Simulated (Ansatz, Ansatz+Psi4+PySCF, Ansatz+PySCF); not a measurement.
```xyz
5

C    -0.0039    1.1162    0.0000
S    -0.0039   -0.7326    0.0000
H     1.0433    1.4371    0.0000
H    -0.4792    1.5184    0.8952
H    -0.4792    1.5184   -0.8952
```

Basis set: cc-pVTZ on H, C; cc-pV(T+d)Z on S (spherical functions). Left uncorrelated: 6 orbitals. Correlation on ROHF uses semicanonical orbitals with singles. Charge 0, multiplicity 2.

Computed with Ansatz (development build ahead of 0.2.0); each method stands on the lowest determinant of its kind that the runs found.

Task: Give the atomization energy at this shape (free ground-state atoms in the same class of orbitals less the molecule, no zero-point energy) of doublet CH₃S by ROHF-CCSD(T), ROHF-MP2.

Result:

```json
{"method": "ROHF-CCSD(T)", "atomization energy": "1555.8 kJ/mol"}
{"method": "ROHF-MP2", "atomization energy": "1558.4 kJ/mol"}
```
